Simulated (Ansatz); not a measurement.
What each rung costs and misses: atomization of SiF₄, singlet

Geometry (MP2(full)/6-31G*, from the G2/97 set):

```xyz
5

Si    0.0000    0.0000    0.0000
F     0.9128    0.9128    0.9128
F    -0.9128   -0.9128    0.9128
F    -0.9128    0.9128   -0.9128
F     0.9128   -0.9128   -0.9128
```

Measured, as an electronic atomization energy: 2397.9 kJ/mol (G2/97 heats of formation of molecule and atoms, with zero-point and thermal terms from B3LYP taken off; Curtiss et al., J. Chem. Phys. 106, 1063 (1997), Staroverov et al., J. Chem. Phys. 119, 12129 (2003)). The measured value holds scalar relativity and spin–orbit coupling, which all computed ones lack, and core correlation, which the wave-function levels lack. Atoms are taken at the same level; beside RHF, RMP2 and RCC rows they are unrestricted. Truncated CI is not size-consistent. The atoms' steps beyond CCSDT(Q) are taken from restricted open-shell runs, which share full CI's core. Ansatz 0.2.0; the 6-31G* set has Cartesian d functions; a miss is computed less measured; times are wall times on shared hosts and scatter by a factor of two or so.

```
    level        basis  miss (kJ/mol)     time of the run              hardware
      RHF       STO-3G        -1256.5              0.25 s          1 CPU thread
     RMP2       STO-3G        -1045.9                   –                     –
 RCCSD(T)       STO-3G        -1003.0              0.31 s          1 CPU thread
  RCCSDTQ       STO-3G        -1000.2                83 s          1 CPU thread
      PBE       STO-3G         -350.2              0.58 s          1 CPU thread
   r2SCAN       STO-3G         -465.1               1.1 s          1 CPU thread
    B3LYP       STO-3G         -499.5              0.61 s          1 CPU thread
  wB97M-V       STO-3G         -469.4               2.6 s          1 CPU thread
   B2PLYP       STO-3G         -712.7              0.88 s          1 CPU thread
      RHF        6-31G        -1201.7              0.37 s          1 CPU thread
 RCCSD(T)        6-31G         -732.9              0.76 s          1 CPU thread
      PBE        6-31G         -495.3              0.67 s          1 CPU thread
  wB97M-V        6-31G         -549.1               4.4 s          1 CPU thread
   B2PLYP        6-31G         -628.1               1.4 s          1 CPU thread
      RHF  cc-pV(D+d)Z         -794.8                 1 s          1 CPU thread
 RCCSD(T)  cc-pV(D+d)Z         -320.8                 3 s          1 CPU thread
      PBE  cc-pV(D+d)Z          -89.5              0.94 s          1 CPU thread
   r2SCAN  cc-pV(D+d)Z         -138.2                 2 s          1 CPU thread
    B3LYP  cc-pV(D+d)Z         -178.0               1.4 s          1 CPU thread
  wB97M-V  cc-pV(D+d)Z         -120.2               5.5 s          1 CPU thread
      RHF       6-31G*         -675.1              0.91 s          1 CPU thread
     RMP2       6-31G*          -46.4                   –                     –
 RCCSD(T)       6-31G*         -169.3               2.8 s          1 CPU thread
RCCSDT(Q)       6-31G*         -166.4                41 s  H100 + 2 CPU threads
   r2SCAN       6-31G*          -56.6                 2 s          1 CPU thread
    B3LYP       6-31G*         -101.5               1.1 s          1 CPU thread
  wB97M-V       6-31G*          -43.7               4.2 s          1 CPU thread
      RHF  cc-pV(T+d)Z         -623.7               3.1 s          1 CPU thread
     RMP2  cc-pV(T+d)Z           54.1                   –                     –
 RCCSD(T)  cc-pV(T+d)Z          -82.2  13 s (with forces)  H100 + 2 CPU threads
   r2SCAN  cc-pV(T+d)Z          -18.2   6 s (with forces)  H100 + 2 CPU threads
    B3LYP  cc-pV(T+d)Z          -68.4                11 s  H100 + 2 CPU threads
  wB97M-V  cc-pV(T+d)Z          -16.6  15 s (with forces)  H100 + 2 CPU threads
   B2PLYP  cc-pV(T+d)Z          -43.7                10 s  H100 + 2 CPU threads
      RHF  cc-pV(Q+d)Z         -599.4                   –                     –
 RCCSD(T)  cc-pV(Q+d)Z          -18.4                13 s  H100 + 2 CPU threads
      PBE  cc-pV(Q+d)Z           12.0                17 s  H100 + 2 CPU threads
   r2SCAN  cc-pV(Q+d)Z           -3.1                14 s  H100 + 2 CPU threads
    B3LYP  cc-pV(Q+d)Z          -55.2                14 s  H100 + 2 CPU threads
   B2PLYP  cc-pV(Q+d)Z          -15.9                14 s  H100 + 2 CPU threads
```

HF's time is that of a plain UHF run. A dash: the level came out of a higher level's run.

A composite of the best parts (restricted reference, at this geometry, which isn't the minimum of the high levels):

| part | kJ/mol |
| --- | --- |
| Hartree–Fock limit (T, Q; exp(−5.46 √X)) | 1805.81 |
| CCSD(T) correlation limit (T, Q; X⁻³) | 609.85 |
| CCSDT − CCSD(T) (DZ) | -0.79 |
| (Q) (DZ) | 4.03 |
| sum | 2418.9 |
| sum less measured | 21.0 |
